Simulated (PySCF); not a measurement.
Run record: geometry optimisation, `C(N)[C@H]1C(=C)C1`.

Computed with PBE0-D3(BJ)/def2-SVP geometry optimisation, gas phase (PySCF 2.14.0). Start geometry: GFN2-xTB. The input is one job of a driver script: a line of settings, then coordinates in Å.

Input:
```
{"job": {"xc": "PBE0", "basis": "def2-SVP", "d3": "d3bj", "grid": 1, "kind": "geom"}, "charge": 0, "multiplicity": 1}
C      2.408039    -0.766701    -0.096222
C      1.349379    -0.000145    -0.127030
C      0.684142     1.192797    -0.658060
C     -0.027938     0.253258     0.302887
C     -1.163457    -0.614849    -0.193626
N     -2.418547     0.113158    -0.073547
H      3.299060    -0.526608    -0.654471
H      2.437202    -1.667736     0.495262
H      0.986951     2.167473    -0.302403
H      0.384260     1.188483    -1.697776
H     -0.189196     0.613365     1.312399
H     -1.239904    -1.509091     0.433703
H     -0.941242    -0.942738    -1.224241
H     -3.191124    -0.451015    -0.410015
H     -2.382037     0.958339    -0.634426
```

Output:
```
step   0  E = -250.15289470  max force = 0.018688
step   1  E = -250.15444003  max force = 0.002418
step   2  E = -250.15446011  max force = 0.000599
step   3  E = -250.15446225  max force = 0.000234
optimisation converged
```

Energies in Eh; «max force» is the largest Cartesian gradient component in Eh/bohr.

Task: How much energy does the optimisation release, in kJ/mol?

Result: E(step 0) − E(last step) = 0.001568 Eh, which is 4.1 kJ/mol.

Task: Give the first gradient maximum in eV/Å.

Result: With 1 Eh/bohr = 51.422 eV/Å, 0.961 eV/Å.

Summary of the converged run: final energy -250.15446 Eh after 3 steps; dipole 1.28 D.

Task: Estimate the wall time. Hardware: x86-64 server, one thread, on a shared host.

Result: About 22 s.
Labels such as C1 count atoms from 1, the log's own numbers from 0.
